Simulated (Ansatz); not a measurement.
# How far each method lies from UCCSDT(Q) for [BH2···H···NH], triplet

Geometry: a point of a hydrogen-transfer path between rigid fragments, not a stationary point.

```xyz
6

B    -1.3202    0.0351    0.0000
H    -1.9169    1.0687    0.0000
H    -1.9169   -0.9985    0.0000
H     0.0298    0.0351    0.0000
N     1.1878    0.0351    0.0000
H     1.4569   -0.9691    0.0000
```

Basis cc-pVDZ; Ansatz 0.2.0. Correlated methods freeze the noble-gas cores, which leaves 12 electrons in 46 orbitals. Prefix R: restricted or restricted open-shell reference; prefix U: unrestricted. Active spaces: pair = (4e, 4o) about the gap.

Full CI isn't at hand for all of this; UCCSDT(Q) serves as the reference, and is uncertain by about the last step of the cluster series. The frozen core follows each run's orbitals, which can shift R against U totals by a few meV.

For open shells CISD is restricted-active-space CI with the open shells as a complete middle space.

- UHF ⟨S²⟩: 2.033
- T1 diagnostic (RCCSD): 0.0199
- largest doubles amplitude (RCCSD): 0.035
- T1 diagnostic (UCCSD): 0.0147

```json
{"level": "RHF", "E − E(UCCSDT(Q)) (kJ/mol)": "742.3", "share of correlation (%)": "0.00", "wall time": "–"}
{"level": "UHF", "E − E(UCCSDT(Q)) (kJ/mol)": "706.5", "share of correlation (%)": "4.82", "wall time": "–"}
{"level": "RMP2", "E − E(UCCSDT(Q)) (kJ/mol)": "117.5", "share of correlation (%)": "84.18", "wall time": "–"}
{"level": "UMP2", "E − E(UCCSDT(Q)) (kJ/mol)": "126.1", "share of correlation (%)": "83.01", "wall time": "–"}
{"level": "CISD", "E − E(UCCSDT(Q)) (kJ/mol)": "71.0", "share of correlation (%)": "90.44", "wall time": "4 s"}
{"level": "RCCSD", "E − E(UCCSDT(Q)) (kJ/mol)": "18.4", "share of correlation (%)": "97.51", "wall time": "–"}
{"level": "UCCSD", "E − E(UCCSDT(Q)) (kJ/mol)": "17.6", "share of correlation (%)": "97.63", "wall time": "–"}
{"level": "RCCSD(T)", "E − E(UCCSDT(Q)) (kJ/mol)": "3.4", "share of correlation (%)": "99.54", "wall time": "3 s"}
{"level": "UCCSD(T)", "E − E(UCCSDT(Q)) (kJ/mol)": "3.4", "share of correlation (%)": "99.54", "wall time": "2.6 s"}
{"level": "BCCD(T)", "E − E(UCCSDT(Q)) (kJ/mol)": "3.5", "share of correlation (%)": "99.53", "wall time": "2.9 s"}
{"level": "RCCSDT", "E − E(UCCSDT(Q)) (kJ/mol)": "1.1", "share of correlation (%)": "99.86", "wall time": "–"}
{"level": "UCCSDT", "E − E(UCCSDT(Q)) (kJ/mol)": "0.9", "share of correlation (%)": "99.88", "wall time": "–"}
{"level": "RCCSDT(Q)", "E − E(UCCSDT(Q)) (kJ/mol)": "0.1", "share of correlation (%)": "99.99", "wall time": "39 s"}
```

The correlation energy at UCCSDT(Q), counted from RHF, is -7.693 eV. That run took 40 s on 1 thread of Intel Xeon 6975P-C, shared host.

Run but not shown, since their state or frozen core can't be matched to the reference's or they repeat it: CASSCF (pair space), NEVPT2 (pair space), MRCISD (pair space), MRCISD+Q (pair space).

Times hold each run's SCF and search for its determinant on a shared host, so for small cases they say little of a method's own cost; they ran on 1 thread of Intel Xeon 6975P-C.
